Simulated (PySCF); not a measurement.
C₄H₅Cl, SMILES C=C=CCCl, point group C1.

Level: PBE0/pcSseg-1 in PySCF (density fitting, grid level 2); geometry and Hessian at that level, cubic constants and property derivatives from steps of ±0.6 along each species' dimensionless normal coordinates, second-order vibrational perturbation theory. The parent has the commonest isotopes.

Equilibrium geometry (Å):

```tsv
atom	x	y	z
C1	2.0237	0.4304	-0.4280
C2	0.9253	0.0364	0.1460
C3	-0.1790	-0.3622	0.7155
C4	-1.5165	-0.2590	0.0677
Cl5	-2.6083	0.8628	0.9717
H6	2.3932	1.4467	-0.2940
H7	2.6073	-0.2427	-1.0551
H8	-0.1376	-0.7937	1.7171
H9	-2.0309	-1.2233	0.0573
H10	-1.4416	0.1233	-0.9514
```

Question: Give the equilibrium and ground-state rotational constants (MHz) of parent; ²H at 9.

Answer: 
| species | Ae | Be | Ce | A0 | B0 | C0 | Δ0 (u Å²) | harmonic ZPE (cm⁻¹) |
| --- | --- | --- | --- | --- | --- | --- | --- | --- |
| parent | 15208 | 1609.2 | 1555.9 | 15393 | 1597.2 | 1545.8 | -22.298 | 16656 |
| ²H at 9 | 13883 | 1604.5 | 1538.4 | 13995 | 1594.1 | 1529.1 | -22.652 | 15922 |

Δ0 = Ic − Ia − Ib from the ground-state constants.

Question: How is the parent's vibrational correction B0 − Be made up?

Answer: 
```json
{"axis": "a", "harmonic": "115", "Coriolis": "-49.6", "cubic": "120", "total (MHz)": "185"}
{"axis": "b", "harmonic": "1.83", "Coriolis": "-0.448", "cubic": "-13.3", "total (MHz)": "-12"}
{"axis": "c", "harmonic": "1.12", "Coriolis": "-1.01", "cubic": "-10.2", "total (MHz)": "-10.1"}
```

Question: And its quartic centrifugal distortion constants from the harmonic force field?

Answer: Asymmetric top, A reduction, Ir representation: ΔJ = 0.861 kHz, ΔJK = -49.2 kHz, ΔK = 953 kHz, δJ = 0.167 kHz, δK = 13.9 kHz.

Question: Which nuclear quadrupole couplings χaa, χbb, χcc (MHz) does the parent show, at equilibrium and averaged?

Answer: 35Cl at 5: -31.9, 3.3, 28.6 and -32.2, 3.8, 28.4.

A mode lies under 250 cm⁻¹, where this perturbation treatment is rough. Internal rotors are held in one well.
